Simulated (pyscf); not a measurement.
Thermochemistry of product channels of H₂C=NH + methyl (CH₃•) on the doublet surface, in kJ/mol, from CCSD(T)/def2-TZVPP + ΔMP2(QZVPP) energies (ideal gas, 1 atm, RRHO with modes under 100 cm⁻¹ raised to 100, one conformer, R ln 2 for rigid chiral ones). Optimised with ωB97X-D3(BJ)/def2-SVP in PySCF. Correlated levels are frozen-core, on RHF or UHF. ΔMP2 is the change of the MP2 total energy from the triple- to the quadruple-zeta basis.

| products | ΔE | ΔH(298 K) | ΔG(900 K) | ΔG(1200 K) |
|---|---|---|---|---|
| •H₂C–NH–CH₃ | ___ | -79.3 | +46.4 | +86.9 |
| H₃C–CH₂–NH• | ___ | -80.9 | +45.7 | +86.8 |
| H₂C=N• + methane (CH₄) | ___ | -67.2 | -54.8 | -49.9 |
| methylene (CH₂) [triplet] + H₃C–NH• | +339.9 | +331.7 | +313.9 | +307.0 |

Problem. Fill in the missing entries.

Solution. 
- •H₂C–NH–CH₃, ΔE: -96.9
- H₃C–CH₂–NH•, ΔE: -96.6
- H₂C=N• + methane (CH₄), ΔE: -67.6

The channel to •H₂C–NH–CH₃ turns unfavourable between 298 and 1200 K (ΔG from -37.7 kJ/mol to +86.9 kJ/mol). The channel to H₃C–CH₂–NH• turns unfavourable between 298 and 1200 K (ΔG from -39.3 kJ/mol to +86.8 kJ/mol).

These are energies of the channels, which say nothing of barriers. •H₂C–NH–CH₃ lies 35.0 kJ/mol over its isomer H₃C–CH•–NH₂, and others may lie lower still (electronic energy, ωB97M-D3(BJ)). H₃C–CH₂–NH• lies 37.3 kJ/mol over its isomer H₃C–CH•–NH₂, and others may lie lower still (electronic energy, ωB97M-D3(BJ)). The CCSD(T) − MP2 part came from Ansatz, without density fitting, on the same reference. A UHF reference is spin-contaminated (<S²> up to 0.95), which harms MP2 most.
